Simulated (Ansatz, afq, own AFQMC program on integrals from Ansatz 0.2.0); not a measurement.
## AlH₃Cl, doublet in cc-pVTZ, levels against AFQMC with the constraint released

```xyz
5

Al   -1.8147    0.0000    0.0000
H    -2.6077    1.3734    0.0000
H    -2.6077   -1.3734    0.0000
H     0.0043    0.0000    0.0000
Cl    1.5293    0.0000    0.0000
```

Connectivity, by distances: AlH2 ··· Cl, 1 bridging H.

Basis cc-pVTZ. Only valence electrons are correlated. Ansatz 0.2.0 and our own AFQMC program on the same integrals; the CISD trial comes from CCSD amplitudes, and released means the phaseless constraint is let go. Error bars are statistical, one sigma.

Determinant: UHF, the one that the program's search chose, which needn't be the lowest solution. The geometry is a point of a scan.

No full CI on the walks' own integrals is used here. The released AFQMC energy serves as the reference, which it does only where one determinant dominates, the energy is flat over the last release times and near the phaseless one (40 meV or 2 meV an electron, half that with transition metals). On small molecules, where full CI could be run and the noise was under 10 meV, such values lay within 10 meV of it in 19 cases of 20, a flattering rate, since the rule was set on those same cases; what remains of the bias isn't in the error bar.

Cautions: the ph-AFQMC/CISD walk drifts between its halves (2.5 errors); the released value is read at 1.62 1/Eh, later times being too noisy (meV from the phaseless value at times in 1/Eh: -3 ± 6 at 0.24, -5 ± 5 at 0.51, -18 ± 6 at 0.99, -7 ± 8 at 1.62, 6 ± 14 at 2.40).

- T1 diagnostic: 0.0138
- weight of the determinant in the CISD state: 0.862
- ⟨S²⟩ of the determinant: 0.775
- size of the correlated space: 13 electrons in 100 orbitals

Reference: AFQMC with the constraint released, correlation energy -9.033 ± 0.008 eV.

```json
{"level": "HF", "E − E(reference) (kJ/mol)": "871.6 ± 0.8", "share of correlation (%)": "0.00"}
{"level": "MP2", "E − E(reference) (kJ/mol)": "135.3 ± 0.8", "share of correlation (%)": "84.48"}
{"level": "CCSD", "E − E(reference) (kJ/mol)": "32.1 ± 0.8", "share of correlation (%)": "96.32"}
{"level": "CCSD(T)", "E − E(reference) (kJ/mol)": "3.9 ± 0.8", "share of correlation (%)": "99.55"}
{"level": "ph-AFQMC/CISD", "E − E(reference) (kJ/mol)": "0.7 ± 0.9", "share of correlation (%)": "99.92"}
```

A walk keeps the symmetry of its determinant, which the program's search chose and which needn't be the lowest solution, so a lower state of the same spin and another symmetry isn't excluded. Released energies are given only where the last usable release times agree within the noise; a slower fall can still hide under it.
